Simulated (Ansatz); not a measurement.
# CH5FSi: the cost of one run

Program: Ansatz 0.2.0 through its Python package. Level of theory: B3LYP+D4/cc-pVDZ. These are calculated values, not measurements.

## 1. Starting point

Bond lengths: C1–Si2 1.780 Å, Si2–F3 1.582 Å, C1–H4 1.102 Å, C1–H5 1.130 Å, C1–H6 1.129 Å, Si2–H7 1.492 Å, Si2–H8 1.451 Å. Angles: C1–Si2–F3 107.1°, C1–Si2–H7 111.7°, C1–Si2–H8 111.7°, F3–Si2–H7 108.5°, F3–Si2–H8 107.5°, H7–Si2–H8 110.2°, Si2–C1–H4 113.4°, Si2–C1–H5 113.3°, Si2–C1–H6 115.0°, H4–C1–H5 107.0°, H4–C1–H6 103.5°, H5–C1–H6 103.6°.

The script holds or builds the structure itself.

## 2. The script

Input file torsion.py:

```python
"""Energy of CH5FSi as one group turns about a bond."""

import warnings

import ansatz as az
from ase import Atoms

BASIS = "cc-pVDZ"
FUNCTIONAL = "b3lyp"
VDW = "d4"
FORCE_TOL = 0.02


def main() -> None:
    warnings.simplefilter("ignore", az.DeckWarning)

    atoms = Atoms(["C", "Si", "F", "H", "H", "H", "H", "H"], positions=[
        (-0.4865, 0.6442, -0.4114),
        (0.4359, -0.6469, 0.3952),
        (1.8937, -0.6288, -0.2188),
        (-0.5107, 0.5458, -1.5091),
        (-1.5591, 0.7122, -0.062),
        (-0.087, 1.6878, -0.2491),
        (0.5379, -0.4151, 1.8657),
        (-0.1319, -1.9564, 0.1336),
    ])

    # relax first, so that the scan starts from a minimum
    first = (
        az.Crystal.molecule_from_ase(atoms).calculation()
        .basis(gaussian=BASIS)
        .functional(FUNCTIONAL, dispersion=VDW)
        .relax(force_tolerance=FORCE_TOL, max_steps=80)
    )
    atoms.positions = first.run(threads=1, pin="off").report["positions_ang"]

    start = atoms.get_dihedral(2, 1, 0, 3)
    energies = {}
    for turn in range(0, 121, 15):
        turned = atoms.copy()
        turned.set_dihedral(2, 1, 0, 3, start + turn, indices=[0, 3, 4, 5])
        job = (
            az.Crystal.molecule_from_ase(turned).calculation()
            .basis(gaussian=BASIS)
            .functional(FUNCTIONAL, dispersion=VDW)
        )
        energies[round((start + turn) % 360)] = job.run(threads=1, pin="off").report["free_energy_ev"]
    floor = min(energies.values())
    print("dihedral F2-Si1-C0-H3 (deg)   E - E(min) (kcal/mol)")
    for angle, e in sorted(energies.items()):
        print(f"{angle:8d} {23.060548 * (e - floor):14.3f}  " + "#" * int(30 * (e - floor) / max(max(energies.values()) - floor, 1e-9)))


if __name__ == "__main__":
    main()
```

## 3. Running it

Run with:

```
$ python torsion.py
```

**Question.** How long does this script take on 1 thread of Intel Xeon Platinum 8259CL at 2.50GHz (Skylake/Cascade Lake), shared host, and how much memory does it need?

About 45 s, with a peak of 0.23 GiB.
